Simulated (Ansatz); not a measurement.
## What each rung costs, and what it gives

Saddle point of CH$_{5}$BO, singlet (CH₅BO ([CH3][BH][OH]) → CH₃BO ([CH3][B][O]) + H₂; bonds formed: H2–H4; bonds broken: B1–H2, O3–H4), PBE0-D4/def2-TZVP structure:

```
8
angstrom
B 0.1788 -0.3849 -0.4114
H 0.0349 0.5187 -1.5518
O 0.6042 -1.4757 -0.9448
H 0.3622 -0.4119 -1.7345
C -0.2202 0.3071 0.9141
H -0.1105 -0.3895 1.7487
H 0.4076 1.1827 1.1015
H -1.2569 0.6535 0.8781
```

Barriers are electronic and count from the start structure reached by relaxing down the imaginary mode.

Computed with Ansatz 0.2.0 (basis: as named in each row); correlated methods freeze the cores. B3LYP uses VWN-RPA correlation. Extrapolation: Hartree–Fock as exp(−7.88 √X), correlation as X^−2.97.

Times are rough, for one single point on 2 threads of a shared host (Arm Neoverse V2).

The estimate by CCSD(T) at an estimated basis limit (MP2 extrapolated from triple and quadruple zeta, plus CCSD(T) − MP2 in triple zeta) is 59.24 kcal/mol.

```csv
method,basis,time (s),barrier (kcal/mol),method less estimate
HF,STO-3G,under 1,127.79,68.55
PBE-D4,STO-3G,under 1,81.74,22.51
SPW92,def2-SVP,under 1,47.55,-11.69
B3LYP-D4,6-31G,under 1,66.67,7.44
PBE-D4,def2-SVP,under 1,49.57,-9.67
PBE0-D4,def2-SVP,under 1,55.96,-3.28
SPW92,def2-TZVPP,under 1,48.51,-10.73
CCSD(T),def2-SVP,under 1,59.91,0.68
PBE-D4,def2-TZVPP,1,50.40,-8.84
BLYP-D4,def2-TZVPP,1,52.65,-6.59
PBE0-D4,def2-TZVPP,1,56.32,-2.92
B3LYP-D4,def2-TZVPP,1,57.31,-1.93
BHLYP-D4,def2-TZVPP,1,64.11,4.87
CAM-B3LYP-D4,def2-TZVPP,2,59.39,0.15
wB97M-V,def2-SVP,2,57.95,-1.29
r2SCAN-D4,def2-TZVPP,2,54.14,-5.10
PBE-QIDH,def2-TZVPP,2,59.30,0.07
r2SCAN0-D4,def2-TZVPP,2,58.45,-0.79
B2PLYP,def2-TZVPP,2,57.81,-1.42
RPA on PBE,def2-TZVPP,2,58.67,-0.57
wB97X-V,def2-TZVPP,4,59.60,0.37
wB97M-V,def2-TZVPP,4,58.56,-0.68
B97M-V,def2-TZVPP,6,55.78,-3.45
MP2,def2-QZVPP,10,57.10,-2.13
CCSD(T),def2-TZVPP,20,59.46,0.23
```

All methods are single points on the PBE0-D4 structures.

No T1 diagnostic of these runs exceeds 0.017.

Labels in which every atom is bracketed show which atoms are joined, not bond orders.
